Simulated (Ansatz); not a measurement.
Li2H2⁺. The state is a doublet with charge 1. Geometry relaxed at PBE-D4/def2-TZVP.

```xyz
4

Li    0.575   -0.864   -1.256
Li   -0.587    0.862    1.252
H    -0.283   -0.526    0.231
H     0.294    0.528   -0.227
```

In the doublet, H3 and H4 lie 1.29 Å apart (atoms count from 1), so these atoms are partly bonded to each other. The structure comes from a short search, and lower isomers may exist.

(1) Estimate the harmonic wavenumbers at UKS PBE-D4/def2-TZVP (Ansatz, unscaled). Is this a minimum?

Answers

(1) 326, 402, 448, 882, 1091, 1153 cm⁻¹. Yes, no mode is imaginary beyond noise. Zero-point energy 25.7 kJ/mol. Run time 3.8 s (4 threads of Arm Neoverse V1 on a shared host).
